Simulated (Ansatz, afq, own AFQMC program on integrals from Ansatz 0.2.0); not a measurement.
# BH2⁺, singlet: AFQMC among the cluster methods

```yaml
atoms:
  - { symbol: B, position_ang: [0.0000, 0.0000, 0.0819] }
  - { symbol: H, position_ang: [0.0000, 0.0000, -1.3431] }
  - { symbol: H, position_ang: [0.0000, 0.0000, 1.2611] }
```

Basis cc-pVDZ. Noble-gas cores (and the filled d shells of Ga–Kr and In–Xe) are frozen. AFQMC by an in-house program on the Cholesky factors that Ansatz 0.2.0 writes for its CCSD(T) run. The CISD trial takes its coefficients from CCSD amplitudes. Released means that phaseless walkers are propagated on without the constraint, phases kept. Free projection: walkers drawn from exp(T), propagated without any constraint. Its projection time is finite, and what remains of the start isn't in its error. Uncertainties: one standard error, sampling alone.

Determinant: RHF, the one that the program's search chose, which needn't be the lowest solution. The geometry is a point of a scan.

Full CI on the same integrals is exact in this basis and with this determinant's frozen core.

```
T1 diagnostic                               : 0.0074
weight of the determinant in the CISD state : 0.953
size of the correlated space                : 4 electrons in 23 orbitals
```

```
  level  correlation energy (eV)
    MP2                  -1.5652
   CCSD                  -2.0944
CCSD(T)                  -2.1168
```

(1) Estimate where full CI lies against CCSD(T) on the same integrals.

(1) 0.35 mEh below CCSD(T).

Reference: full CI, correlation energy -2.126 eV. The released energy is read at 2.40 1/Eh (meV from the phaseless value at times in 1/Eh: 0.1 ± 0.5 at 0.24, -0.1 ± 0.6 at 0.51, -0.5 ± 0.4 at 0.99, -0.8 ± 0.4 at 1.62, -1.5 ± 0.4 at 2.40).

```tsv
level	E − E(reference) (mEh)	share of correlation (%)
CCSD(T)	0.35	99.55
CCSDT	0.03	99.96
CCSDT(Q)	0.01	99.99
ph-AFQMC/HF	-2.67 ± 0.59	103.42
ph-AFQMC/CISD	0.03 ± 0.02	99.96
released AFQMC	-0.02 ± 0.02	100.03
free AFQMC	-0.03 ± 0.01	100.04
```

CCSDT and higher add their correlation energy to the determinant of the CCSD(T) run, since their own runs factorise the integrals more tightly (a shift of under 2 meV). Free projections are given only where their last times agree within the noise and don't stop above the reference; a slow remainder of the start can still hide under it. A walk keeps the symmetry of its determinant, which the program's search chose and which needn't be the lowest solution, so a lower state of the same spin and another symmetry isn't excluded. Released energies are given only where the last usable release times agree within the noise; a slower fall can still hide under it.
